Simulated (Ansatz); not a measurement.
**C₂H− (SMILES [C-]#C): one structure at several levels**

How do the functionals fare away from a minimum? The structure is a structure displaced at random from a GFN2-xTB minimum.

Program: Ansatz 0.2.0, Gaussian basis. Level of theory: single points in def2-TZVPPD. These are calculated values, not measurements.

Correlated methods freeze the cores. B3LYP uses VWN-RPA correlation.

## 1. Where the work starts

SMILES `[C-]#C`, 3 atoms, charge -1, spin multiplicity 1.

Atoms are counted from 1 here; the program's logs count them from 0.

Bond lengths: C1–C2 1.176 Å, C2–H3 1.157 Å. Angles: C1–C2–H3 177.4°.

Geometry (Å):

```xyz
3

C     0.5968    0.9018    0.4303
C     0.0029   -0.0142   -0.0068
H    -0.6257   -0.8856   -0.4359
```

## 2. CCSD(T)/def2-TZVPPD

Contents of run/in.yaml:

```yaml
crystal:
  periodic: [false, false, false]
  atoms:
    - {symbol: C, position_ang: [0.596800, 0.901800, 0.430300]}
    - {symbol: C, position_ang: [0.002900, -0.014200, -0.006800]}
    - {symbol: H, position_ang: [-0.625700, -0.885600, -0.435900]}
basis:
  gaussian: {orbitals: "def2-TZVPPD.json"}
total_charge: -1
correlation: {method: ccsd_t}
output: {forces: true}
```

The basis file named in the input lies beside it (Basis Set Exchange, JSON).

No record of the launch command was kept for these runs.

## 3. PBE0-D4/def2-TZVPPD

Changes to run/in.yaml since step 2:

```diff
@@ -9,3 +9,3 @@
 total_charge: -1
-correlation: {method: ccsd_t}
-output: {forces: true}
+hamiltonian: {xc: pbe0, dispersion: d4}
+output: {forces: true, orbitals: {seedname: orbitals}}
```

## 4. wB97M-V/def2-TZVPPD

Changes to run/in.yaml since step 3:

```diff
@@ -9,3 +9,3 @@
 total_charge: -1
-hamiltonian: {xc: pbe0, dispersion: d4}
-output: {forces: true, orbitals: {seedname: orbitals}}
+hamiltonian: {xc: {name: wB97M-V}}
+output: {forces: true}
```

## 5. r2SCAN-D4/def2-TZVPPD

Changes to run/in.yaml since step 4:

```diff
@@ -9,3 +9,3 @@
 total_charge: -1
-hamiltonian: {xc: {name: wB97M-V}}
+hamiltonian: {xc: r2scan, dispersion: d4}
 output: {forces: true}
```

## 6. PBE-D4/def2-TZVPPD

Changes to run/in.yaml since step 5:

```diff
@@ -9,3 +9,3 @@
 total_charge: -1
-hamiltonian: {xc: r2scan, dispersion: d4}
+hamiltonian: {xc: pbe, dispersion: d4}
 output: {forces: true}
```

## 7. B97M-V/def2-TZVPPD

Changes to run/in.yaml since step 6:

```diff
@@ -9,3 +9,3 @@
 total_charge: -1
-hamiltonian: {xc: pbe, dispersion: d4}
+hamiltonian: {xc: {name: B97M-V}}
 output: {forces: true}
```

## 8. B3LYP-D4/def2-TZVPPD

Changes to run/in.yaml since step 7:

```diff
@@ -9,3 +9,3 @@
 total_charge: -1
-hamiltonian: {xc: {name: B97M-V}}
+hamiltonian: {xc: {name: B3LYP}, dispersion: d4}
 output: {forces: true}
```

(Steps that only read results are left out.)

Before running it: what results should come out? Wanted: RMS force component; RMS force error; HOMO and LUMO, PBE0-D4; T1 diagnostic.

As calculated:

| quantity | value |
| --- | --- |
| RMS force component | 3.754 to 4.377 eV/Å over the methods |
| RMS force error | PBE0-D4 0.526, wB97M-V 0.665, r2SCAN-D4 0.431, PBE-D4 0.225, B97M-V 0.532, B3LYP-D4 0.603 eV/Å |
| HOMO and LUMO, PBE0-D4 | -0.58 and 4.84 eV |
| T1 diagnostic | 0.017 |

**Reading.** On forces the order runs from PBE-D4 to wB97M-V. Frozen-core CCSD(T) forces in triple zeta carry basis errors of their own, and this is one geometry, so small gaps rank nothing.
